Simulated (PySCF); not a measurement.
Molecule: `InChI=1S/C3H9PS/c1-4(2,3)5/h1-3H3`.

Cartesian coordinates in Å; atom numbers follow the order of the lines, from 1:
```xyz
14

C    -0.215    1.557   -0.568
P     0.231    0.158    0.513
C     1.329   -0.872   -0.515
C    -1.304   -0.815    0.649
S     0.998    0.683    2.226
H    -0.643    1.218   -1.523
H    -0.939    2.188   -0.034
H     0.690    2.152   -0.752
H     1.583   -1.779    0.052
H     0.858   -1.147   -1.472
H     2.256   -0.311   -0.701
H    -1.705   -1.092   -0.338
H    -2.043   -0.216    1.200
H    -1.089   -1.720    1.235
```

Geometry PBE0-D3(BJ)/def2-SVP throughout; GIAO in PySCF, gas phase, one conformer, non-relativistic; equivalent atoms averaged; basis pcSseg-1.

**Question.** How do the absolute shieldings σ depend on the functional? (ppm; last column core-seconds on 1 thread of an Arm Neoverse V1, shared host; the GGAs took longer than the global hybrids here, which isn't the general rule, and the cause wasn't traced)

**Answer.** 
```
functional           kind  C1/C3/C4     P2     S5  H6/H7/H8/H9/H10/H11/H12/H13/H14  core-s
        HF   Hartree–Fock     169.1  342.5  792.0                            30.41     6.2
       LDA            LDA     151.9  275.2  656.0                            29.33      15
       PBE            GGA     153.3  291.7  686.3                            29.74      19
      BLYP            GGA     148.3  271.1  670.2                            29.92      19
      BP86            GGA     152.9  288.1  681.4                            29.80      19
      OPBE            GGA     160.8  324.6  723.5                            29.78      19
       KT2            GGA     157.1  325.4  698.6                            29.73      19
       KT3            GGA     157.7  327.0  713.5                            29.90      19
     B97-D            GGA     153.2  295.0  692.5                            29.95      19
     B3LYP  global hybrid     153.2  284.1  694.3                            29.98      11
      PBE0  global hybrid     158.9  306.9  716.8                            29.87      11
  mPW1PW91  global hybrid     158.1  303.9  715.1                            29.92      12
```

**Question.** Which nucleus moves most, in ppm?

**Answer.** S5 (sulfur bonded to P): from 656.0 ppm with LDA to 792.0 ppm with HF. The smallest spread is 1.08 ppm, at H6/H7/H8/H9/H10/H11/H12/H13/H14. Proton shifts span only some 12 ppm, so a few tenths of a ppm matter as much there as several ppm in carbon.
